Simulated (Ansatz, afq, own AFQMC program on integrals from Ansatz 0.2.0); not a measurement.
AFQMC on a folder of integrals that Ansatz 0.2.0 wrote.

```yaml
crystal:
  periodic: [false, false, false]
  atoms:
    - {symbol: P, position_ang: [0.019129, 0.070343, 1.164263]}
    - {symbol: Mg, position_ang: [0.019129, 0.009894, -1.525566]}
    - {symbol: H, position_ang: [0.019129, -1.250490, 1.687143]}
    - {symbol: H, position_ang: [-1.068246, -1.149730, -0.677876]}
basis:
  gaussian: {orbitals: cc-pVDZ}
magnetization: {spin_polarized: true, initial_magnetization: 3}
correlation: {method: ccsd_t, electrons: outside_noble_gas, hamiltonian_folder: ham}
```

```sh
$ ansatz run in.yaml --threads 1 --pin off --events-out ev --progress --plain --max-ram 1382MiB
```

Options of the walk:

```
--method free --trial cisd --walkers 60 --time-step 0.03 --max-blocks 80 --target-error 0.00036 --factor-cut 1e-05 --seed 6912 --times 0,0.3,0.6,1.2,1.8,2.4,3.6,4.8,6 --taylor-order 8
```

Times are imaginary, in 1/Eh. The walk had a cap of 1002 s.

Output of the walk:

```
orbitals 36  electrons 6 3  factors 266 of 445
reference energy -541.42298473 Eh
CCSD correlation -0.14906325 Eh in 14 cycles, weight of the determinant in the CISD state 0.8953
repeat  energy at the last time / Eh  error
    10  -541.577269  0.000806
    20  -541.576589  0.000642
    30  -541.576625  0.000508
    40  -541.576715  0.000463
    50  -541.576403  0.000395
    60  -541.576236  0.000352
time / (1/Eh)  energy / Eh  error  mean overlap
  0.00  -541.572167  0.000082  1.1180
  0.30  -541.574373  0.000101  1.1161
  0.60  -541.575469  0.000108  1.1218
  1.20  -541.576155  0.000148  1.1343
  1.80  -541.576756  0.000178  1.1225
  2.40  -541.576587  0.000205  1.1337
  3.60  -541.577406  0.000238  1.0913
  4.80  -541.577295  0.000379  1.0701
  6.00  -541.576216  0.000347  1.1142
energy -541.576216 +/- 0.000347 Eh
```

The run failed at least one of its tests; the cautions name the faults.

Against this walk (error 9.4 meV) on the same determinant: CCSD(T) 10.6 meV higher (within the noise), CCSDT(Q) 21.6 meV lower. The error is statistical, and a free projection of finite length keeps a remainder of its start. The last points scatter (meV from the last: -15 ± 5 at 1.80, -10 ± 6 at 2.40, -32 ± 6 at 3.60, -29 ± 10 at 4.80, 0 ± 9 at 6.00); the last is the one printed as the energy, and the gaps above move with that scatter.

Cautions: remainder of the start not in the error; start not forgotten; lower spins were not checked.

The walk took 4.9 min on 1 thread of Intel(R) Xeon(R) Platinum 8259CL CPU @ 2.50GHz (Skylake/Cascade Lake), on a shared host. The log's last line is the free-projection energy.

CCSDT and higher add their correlation energy to the determinant of the CCSD(T) run, since their own runs factorise the integrals more tightly (a shift of under 2 meV).
